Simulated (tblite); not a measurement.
H5PSi.
InChI=1S/H5PSi/c1-2/h1H2,2H3

Computed values, GFN2-xTB/tblite, gas phase, harmonic and unscaled. Errors from tens to a few hundred cm⁻¹ against measured bands are possible. Modes of hydrogen on phosphorus and silicon can be 10 to 20 % off.

Harmonic wavenumbers (cm⁻¹): 121.1, 455.9, 465.8, 493.8, 689.5, 708.4, 754.9, 768.3, 789.6, 1145.5, 2240.5, 2266.2, 2276.3, 2308.6, 2392.1.

A = 53339, B = 5673, C = 5648 MHz; mass 63.990 u (most abundant isotopes); point group Cs, symmetry number 1.

Question: What is the zero-point energy?

Answer: ½Σν̃ = 8938 cm⁻¹ = 106.93 kJ/mol.

Question: Entropy at 500 K, 1 bar (ideal gas, RRHO, classical rotation)?

Answer: Translation 171.47, rotation 101.67, vibration 55.27: S = 328.4 J/(mol K).

Question: And Cp and H(500 K) − H(0)?

Answer: Cp = 97.81 J/(mol K), of which vibrations give 64.55 (their classical limit is 15 R = 124.7); H(500 K) − H(0) = 32.65 kJ/mol without the zero-point energy, 16.02 from vibrations.

Question: How do the functions run with temperature in this model?

Answer: 
| T (K) | S (J/(mol K)) | Cp (J/(mol K)) | H − H(0) (kJ/mol) | G − H(0) (kJ/mol) | ln q(vib) |
| --- | --- | --- | --- | --- | --- |
| 150 | 242.4 | 48.1 | 5.87 | -30.49 | 0.41 |
| 250 | 271.3 | 66.7 | 11.61 | -56.22 | 0.97 |
| 298.15 | 283.8 | 74.7 | 15.02 | -69.59 | 1.29 |
| 400 | 307.7 | 88.0 | 23.34 | -99.73 | 2.03 |
| 600 | 347.0 | 105.9 | 42.84 | -165.34 | 3.56 |
| 900 | 393.5 | 123.7 | 77.48 | -276.71 | 5.78 |

q(vib) and H(0) count from the zero-point level.

Question: Which modes carry the vibrational entropy at 500 K?

Answer: 121.1 cm⁻¹: 17.12; 455.9 cm⁻¹: 6.63; 465.8 cm⁻¹: 6.47; 493.8 cm⁻¹: 6.06; 689.5 cm⁻¹: 3.86; 708.4 cm⁻¹: 3.70 J/(mol K); the other 9 give 11.43 together.

Question: Blend soft modes into free rotors: weight 1/[1 + (100 cm⁻¹/ν̃)⁴] for the oscillator and the rest for a rotor with moment μB/(μ + B), μ = h/(8π²ν), B = 10⁻⁴⁴ kg m². What vibrational entropy results?

Answer: 54.07 J/(mol K) in place of 55.27, which changes −T·S at 500 K by +0.60 kJ/mol.

Question: What must be added to the electronic energy to get the Gibbs energy at 500 K and 1 bar?

Answer: ZPE + [H(500 K) − H(0)] − T·S = 106.93 + 32.65 − 164.20 = -24.62 kJ/mol.

Hindered rotation and anharmonicity are outside this model.
